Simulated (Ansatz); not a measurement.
C5H9N, SMILES CCCCC#N, a ranking of conformers

With the Ansatz DFT code, driven from Python.

Typed at the interpreter:
```pycon
>>> import ansatz as az
>>> from rdkit import Chem
>>> from rdkit.Chem import AllChem
>>> BASIS = "def2-SVP"
>>> FUNCTIONAL = "r2scan"
>>> rd = Chem.AddHs(Chem.MolFromSmiles("CCCCC#N"))
>>> ids = list(AllChem.EmbedMultipleConfs(rd, numConfs=20, randomSeed=477, pruneRmsThresh=0.4))
>>> field = [energy for _, energy in AllChem.MMFFOptimizeMoleculeConfs(rd)]
>>> distinct = {round(e, 2): i for i, e in zip(ids, field)}
>>> chosen = sorted(distinct.items())[:5]
>>> found = []
>>> for force_field, index in chosen:
...     system = az.Crystal.molecule()
...     for atom, xyz in zip(rd.GetAtoms(), rd.GetConformer(index).GetPositions()):
...         system = system.atom(atom.GetSymbol(), xyz.round(5).tolist())
...     setup = system.calculation()
...     setup = setup.basis(gaussian=BASIS)
...     setup = setup.functional(FUNCTIONAL)
...     found.append(setup.run(threads=1).report["free_energy_ev"])
...
>>> print("conformer   MMFF (kcal/mol)   this level (kJ/mol)")
conformer   MMFF (kcal/mol)   this level (kJ/mol)
>>> for (force_field, index), e in zip(chosen, found):
...     print(f"{index:9d} {force_field - chosen[0][0]:17.2f} {96.485332 * (e - min(found)):17.3f}")
...
        4              0.00             0.342
        1              0.03             0.000
        3              0.79             1.134
        7              0.82             2.854
        6              1.97             6.436
```

The conformers keep their force-field geometries. Timing: 43 s on 1 thread of Arm Neoverse V2, with other jobs on the host, peak memory 0.31 GiB.
